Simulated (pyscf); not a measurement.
PySCF, gas phase, ωB97X-D3(BJ)/def2-SVP geometries.

Problem. For the elementary gas-phase step Cl–Ge•(Cl)–Cl (SMILES [Cl][Ge]([Cl])[Cl]) + NH₃ (SMILES N) -> HCl (SMILES Cl) + H₂N–Ge•(Cl)–Cl (SMILES [NH2][Ge]([Cl])[Cl]) (doublet surface; Cl–Ge, H–N broken, Cl–H, Ge–N formed), what barrier and reaction energy does ωB97M-D3(BJ)/def2-TZVP give, measured from the separated reactants?

Solution. ΔE‡ = 0.53 eV, ΔE = +0.54 eV. Zero-point energy shifts the barrier by -0.05 eV. It is a four-centre exchange, with an imaginary mode of 471i cm⁻¹. On the reactant side the descent ends in an adduct with a Ge–N contact (not fully relaxed), 0.64 eV under the separated species and 1.19 eV under the saddle at ωB97X-D3(BJ)/def2-TZVP. What is counted as formed (Ge–N) is already present as a longer contact in the reactant adduct; forming that adduct is a step of its own. One saddle was located; it need not be the lowest between these sides. Elements up to Kr have no core potential and no relativistic terms here.
